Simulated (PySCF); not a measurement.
Level of theory: r2SCAN-D4/def2-TZVP // r2SCAN-D4/def2-SVP (PySCF 2.14.0). Gas-phase values, no solvent. 

Reference species (SMILES): `[O]C` (neutral, multiplicity 2).

```
Quantity                         Result
-----------------------------  --------
dipole moment                    2.02 D
highest occupied spin orbital  -6.35 eV
```

Changed species: `C[N]C` (free radical N(CH3)2; the reference has free radical OCH3).

Q: What does the change do to the dipole moment and highest occupied spin orbital?

A: the dipole moment falls by 0.31 D, to 1.71 D; the highest occupied spin orbital increases by 0.37 eV, to -5.98 eV.
